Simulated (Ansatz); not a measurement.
Mg₃H₃. Total charge 0; doublet. Geometry PBE-D4/def2-TZVP; atoms count from 1.

```xyz
6

Mg    1.085   -1.009   -1.124
Mg    0.063    0.746    0.806
Mg   -1.891   -1.351   -1.409
H     0.701   -1.037    0.742
H    -0.614    1.807    1.975
H     0.656    0.844   -0.990
```

The structure comes from a short search, and lower isomers may exist.

Estimate the Mulliken populations from the PBE0/def2-TZVP orbitals of Ansatz.


```tsv
atom	charge (e)	spin (α − β)
Mg1	0.11	0.76
Mg2	0.31	0.08
Mg3	0.23	0.13
H4	-0.23	0.00
H5	-0.19	0.03
H6	-0.23	0.00
```
Mulliken values and Mayer orders depend strongly on the basis.

Where does the spin sit?

Summed by element: Mg 0.97, H 0.03, of 1 unpaired in all. Largest on single atoms: Mg1 0.76, Mg3 0.13, Mg2 0.08.

And the Mayer bond orders between bonded heavy atoms (over 0.3)?

Mg1–Mg3 0.60 (3.01 Å).
